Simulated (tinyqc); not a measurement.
Inside a calculation. Method: UHF in the sto-6g basis, for H2O, spin multiplicity 1. One step of it, computed by the program tinyqc.

Problem. Iteration 1: building the Fock matrix. J_ij = sum D_kl (ij|kl) with D = D(alpha) + D(beta), K_ij = sum D_kl (ik|jl) for each spin; F = H + J - K(s); E = tr D H + tr D J / 2 - 0.5 sum_s tr D(s) K(s) + E_nn.

D(alpha) at the start, order 1O 1s, 1O 2s, 1O 2px, 1O 2py, 1O 2pz, 2H 1s, 3H 1s:
$$\begin{pmatrix}
1.062931 & -0.289429 & 0.015537 & 0.000000 & -0.026943 & 0.043861 & 0.043861 \\
-0.289429 & 1.340529 & -0.185315 & 0.000000 & 0.175742 & -0.232958 & -0.232958 \\
0.015537 & -0.185315 & 0.848353 & 0.000000 & -0.094316 & 0.283916 & 0.283916 \\
0.000000 & 0.000000 & 0.000000 & 1.133459 & 0.000000 & -0.156410 & 0.156410 \\
-0.026943 & 0.175742 & -0.094316 & 0.000000 & 1.107202 & -0.153954 & -0.153954 \\
0.043861 & -0.232958 & 0.283916 & -0.156410 & -0.153954 & 0.148729 & 0.105561 \\
0.043861 & -0.232958 & 0.283916 & 0.156410 & -0.153954 & 0.105561 & 0.148729
\end{pmatrix}$$

D(beta) at the start, order 1O 1s, 1O 2s, 1O 2px, 1O 2py, 1O 2pz, 2H 1s, 3H 1s:
$$\begin{pmatrix}
1.062931 & -0.289429 & -0.015537 & 0.000000 & -0.026943 & 0.043861 & 0.043861 \\
-0.289429 & 1.340529 & 0.185315 & 0.000000 & 0.175742 & -0.232958 & -0.232958 \\
-0.015537 & 0.185315 & 0.848353 & 0.000000 & 0.094316 & -0.283916 & -0.283916 \\
0.000000 & 0.000000 & 0.000000 & 1.133459 & 0.000000 & -0.156410 & 0.156410 \\
-0.026943 & 0.175742 & 0.094316 & 0.000000 & 1.107202 & -0.153954 & -0.153954 \\
0.043861 & -0.232958 & -0.283916 & -0.156410 & -0.153954 & 0.148729 & 0.105561 \\
0.043861 & -0.232958 & -0.283916 & 0.156410 & -0.153954 & 0.105561 & 0.148729
\end{pmatrix}$$

core Hamiltonian H = T + V (hartree), order 1O 1s, 1O 2s, 1O 2px, 1O 2py, 1O 2pz, 2H 1s, 3H 1s:
$$\begin{pmatrix}
-32.953816 & -7.283697 & 0.000000 & 0.000000 & -0.019334 & -1.471537 & -1.471537 \\
-7.283697 & -9.171892 & 0.000000 & 0.000000 & -0.220350 & -3.276142 & -3.276142 \\
0.000000 & 0.000000 & -7.412862 & 0.000000 & 0.000000 & 0.000000 & 0.000000 \\
0.000000 & 0.000000 & 0.000000 & -7.523346 & 0.000000 & -1.685181 & 1.685181 \\
-0.019334 & -0.220350 & 0.000000 & 0.000000 & -7.512169 & -1.671057 & -1.671057 \\
-1.471537 & -3.276142 & 0.000000 & -1.685181 & -1.671057 & -4.803086 & -1.529573 \\
-1.471537 & -3.276142 & 0.000000 & 1.685181 & -1.671057 & -1.529573 & -4.803086
\end{pmatrix}$$

Two-electron integrals (ij|kl) in chemists' order, unique and non-zero (hartree):
```
(11|11) 4.787491    (21|11) 0.675884    (21|21) 0.121505    (22|11) 1.117379
(22|21) 0.249212    (22|22) 0.817383    (31|31) 0.025762    (32|31) 0.039145
(32|32) 0.180664    (33|11) 1.117381    (33|21) 0.249212    (33|22) 0.817382
(33|33) 0.880663    (41|41) 0.025762    (42|41) 0.039145    (42|42) 0.180664
(43|43) 0.047461    (44|11) 1.117381    (44|21) 0.249212    (44|22) 0.817382
(44|33) 0.785741    (44|44) 0.880663    (51|51) 0.025762    (52|51) 0.039145
(52|52) 0.180664    (53|53) 0.047461    (54|54) 0.047461    (55|11) 1.117381
(55|21) 0.249212    (55|22) 0.817382    (55|33) 0.785741    (55|44) 0.785741
(55|55) 0.880663    (61|11) 0.144568    (61|21) 0.024911    (61|22) 0.049979
(61|33) 0.049872    (61|41) 0.000885    (61|42) 0.001728    (61|44) 0.050041
(61|51) 0.000839    (61|52) 0.001639    (61|54) 0.000161    (61|55) 0.050024
(61|61) 0.005206    (62|11) 0.352610    (62|21) 0.079750    (62|22) 0.289759
(62|33) 0.284937    (62|41) 0.004635    (62|42) 0.034262    (62|44) 0.292555
(62|51) 0.004394    (62|52) 0.032482    (62|54) 0.007222    (62|55) 0.291784
(62|61) 0.016439    (62|62) 0.127994    (63|31) 0.008844    (63|32) 0.049840
(63|43) 0.007061    (63|53) 0.006694    (63|63) 0.018063    (64|11) 0.185166
(64|21) 0.042472    (64|22) 0.164593    (64|33) 0.157188    (64|41) 0.011004
(64|42) 0.068200    (64|44) 0.175572    (64|51) 0.002048    (64|52) 0.017406
(64|54) 0.010735    (64|55) 0.161019    (64|61) 0.009154    (64|62) 0.088400
(64|64) 0.078453    (65|11) 0.175550    (65|21) 0.040267    (65|22) 0.156046
(65|33) 0.149025    (65|41) 0.002048    (65|42) 0.017406    (65|44) 0.153066
(65|51) 0.010786    (65|52) 0.066342    (65|54) 0.010892    (65|55) 0.166046
(65|61) 0.008678    (65|62) 0.083809    (65|64) 0.057254    (65|65) 0.072343
(66|11) 0.497120    (66|21) 0.114526    (66|22) 0.476029    (66|33) 0.457067
(66|41) 0.008608    (66|42) 0.087062    (66|44) 0.487025    (66|51) 0.008161
(66|52) 0.082541    (66|54) 0.028402    (66|55) 0.483994    (66|61) 0.023851
(66|62) 0.266881    (66|64) 0.210421    (66|65) 0.199493    (66|66) 0.774999
(71|11) 0.144568    (71|21) 0.024911    (71|22) 0.049979    (71|33) 0.049872
(71|41) -0.000885   (71|42) -0.001728   (71|44) 0.050041    (71|51) 0.000839
(71|52) 0.001639    (71|54) -0.000161   (71|55) 0.050024    (71|61) 0.005140
(71|62) 0.015966    (71|64) 0.008091    (71|65) 0.008429    (71|66) 0.022908
(71|71) 0.005206    (72|11) 0.352610    (72|21) 0.079750    (72|22) 0.289759
(72|33) 0.284937    (72|41) -0.004635   (72|42) -0.034262   (72|44) 0.292555
(72|51) 0.004394    (72|52) 0.032482    (72|54) -0.007222   (72|55) 0.291784
(72|61) 0.015966    (72|62) 0.106125    (72|64) 0.050254    (72|65) 0.067740
(72|66) 0.183952    (72|71) 0.016439    (72|72) 0.127994    (73|31) 0.008844
(73|32) 0.049840    (73|43) -0.007061   (73|53) 0.006694    (73|63) 0.014582
(73|73) 0.018063    (74|11) -0.185166   (74|21) -0.042472   (74|22) -0.164593
(74|33) -0.157188   (74|41) 0.011004    (74|42) 0.068200    (74|44) -0.175572
(74|51) -0.002048   (74|52) -0.017406   (74|54) 0.010735    (74|55) -0.161019
(74|61) -0.008091   (74|62) -0.050254   (74|64) -0.009634   (74|65) -0.031348
(74|66) -0.076696   (74|71) -0.009154   (74|72) -0.088400   (74|74) 0.078453
(75|11) 0.175550    (75|21) 0.040267    (75|22) 0.156046    (75|33) 0.149025
(75|41) -0.002048   (75|42) -0.017406   (75|44) 0.153066    (75|51) 0.010786
(75|52) 0.066342    (75|54) -0.010892   (75|55) 0.166046    (75|61) 0.008429
(75|62) 0.067740    (75|64) 0.031348    (75|65) 0.057134    (75|66) 0.128915
(75|71) 0.008678    (75|72) 0.083809    (75|74) -0.057254   (75|75) 0.072343
(76|11) 0.150311    (76|21) 0.034394    (76|22) 0.136542    (76|33) 0.133047
(76|44) 0.135230    (76|51) 0.002906    (76|52) 0.025916    (76|55) 0.141347
(76|61) 0.007039    (76|62) 0.061711    (76|64) 0.036659    (76|65) 0.045426
(76|66) 0.137081    (76|71) 0.007039    (76|72) 0.061711    (76|74) -0.036659
(76|75) 0.045426    (76|76) 0.037174    (77|11) 0.497120    (77|21) 0.114526
(77|22) 0.476029    (77|33) 0.457067    (77|41) -0.008608   (77|42) -0.087062
(77|44) 0.487025    (77|51) 0.008161    (77|52) 0.082541    (77|54) -0.028402
(77|55) 0.483994    (77|61) 0.022908    (77|62) 0.183952    (77|64) 0.076696
(77|65) 0.128915    (77|66) 0.345396    (77|71) 0.023851    (77|72) 0.266881
(77|74) -0.210421   (77|75) 0.199493    (77|76) 0.137081    (77|77) 0.774999
```

nuclear repulsion = 8.53390166 hartree

Give: Coulomb J; exchange K(alpha); exchange K(beta); F(alpha); F(beta); total energy of this density.

Solution.

Coulomb J (hartree), order 1O 1s, 1O 2s, 1O 2px, 1O 2py, 1O 2pz, 2H 1s, 3H 1s:
$$\begin{pmatrix}
18.599 & 3.344 & 0.000 & 0.000 & 0.007 & 0.690 & 0.690 \\
3.344 & 8.748 & 0.000 & 0.000 & 0.019 & 3.017 & 3.017 \\
0.000 & 0.000 & 8.728 & 0.000 & 0.000 & 0.000 & 0.000 \\
0.000 & 0.000 & 0.000 & 8.759 & 0.000 & 1.684 & -1.684 \\
0.007 & 0.019 & 0.000 & 0.000 & 8.758 & 1.601 & 1.601 \\
0.690 & 3.017 & 0.000 & 1.684 & 1.601 & 4.806 & 1.392 \\
0.690 & 3.017 & 0.000 & -1.684 & 1.601 & 1.392 & 4.806
\end{pmatrix}$$

exchange K(alpha) (hartree), order 1O 1s, 1O 2s, 1O 2px, 1O 2py, 1O 2pz, 2H 1s, 3H 1s:
$$\begin{pmatrix}
4.944 & 0.792 & -0.002 & 0.000 & 0.001 & 0.175 & 0.175 \\
0.792 & 1.402 & 0.010 & 0.000 & 0.005 & 0.428 & 0.428 \\
-0.002 & 0.010 & 1.055 & 0.000 & 0.010 & 0.101 & 0.101 \\
0.000 & 0.000 & 0.000 & 1.181 & 0.000 & 0.182 & -0.182 \\
0.001 & 0.005 & 0.010 & 0.000 & 1.181 & 0.176 & 0.176 \\
0.175 & 0.428 & 0.101 & 0.182 & 0.176 & 0.251 & 0.155 \\
0.175 & 0.428 & 0.101 & -0.182 & 0.176 & 0.155 & 0.251
\end{pmatrix}$$

exchange K(beta) (hartree), order 1O 1s, 1O 2s, 1O 2px, 1O 2py, 1O 2pz, 2H 1s, 3H 1s:
$$\begin{pmatrix}
4.944 & 0.792 & 0.002 & 0.000 & 0.001 & 0.175 & 0.175 \\
0.792 & 1.402 & -0.010 & 0.000 & 0.005 & 0.428 & 0.428 \\
0.002 & -0.010 & 1.055 & 0.000 & -0.010 & -0.101 & -0.101 \\
0.000 & 0.000 & 0.000 & 1.181 & 0.000 & 0.182 & -0.182 \\
0.001 & 0.005 & -0.010 & 0.000 & 1.181 & 0.176 & 0.176 \\
0.175 & 0.428 & -0.101 & 0.182 & 0.176 & 0.251 & 0.155 \\
0.175 & 0.428 & -0.101 & -0.182 & 0.176 & 0.155 & 0.251
\end{pmatrix}$$

F(alpha) (hartree), order 1O 1s, 1O 2s, 1O 2px, 1O 2py, 1O 2pz, 2H 1s, 3H 1s:
$$\begin{pmatrix}
-19.299 & -4.732 & 0.002 & 0.000 & -0.013 & -0.957 & -0.957 \\
-4.732 & -1.825 & -0.010 & 0.000 & -0.206 & -0.688 & -0.688 \\
0.002 & -0.010 & 0.260 & 0.000 & -0.010 & -0.101 & -0.101 \\
0.000 & 0.000 & 0.000 & 0.054 & 0.000 & -0.183 & 0.183 \\
-0.013 & -0.206 & -0.010 & 0.000 & 0.065 & -0.246 & -0.246 \\
-0.957 & -0.688 & -0.101 & -0.183 & -0.246 & -0.247 & -0.292 \\
-0.957 & -0.688 & -0.101 & 0.183 & -0.246 & -0.292 & -0.247
\end{pmatrix}$$

F(beta) (hartree), order 1O 1s, 1O 2s, 1O 2px, 1O 2py, 1O 2pz, 2H 1s, 3H 1s:
$$\begin{pmatrix}
-19.299 & -4.732 & -0.002 & 0.000 & -0.013 & -0.957 & -0.957 \\
-4.732 & -1.825 & 0.010 & 0.000 & -0.206 & -0.688 & -0.688 \\
-0.002 & 0.010 & 0.260 & 0.000 & 0.010 & 0.101 & 0.101 \\
0.000 & 0.000 & 0.000 & 0.054 & 0.000 & -0.183 & 0.183 \\
-0.013 & -0.206 & 0.010 & 0.000 & 0.065 & -0.246 & -0.246 \\
-0.957 & -0.688 & 0.101 & -0.183 & -0.246 & -0.247 & -0.292 \\
-0.957 & -0.688 & 0.101 & 0.183 & -0.246 & -0.292 & -0.247
\end{pmatrix}$$

total energy of this density = -74.10004 hartree

This density is the starting one.
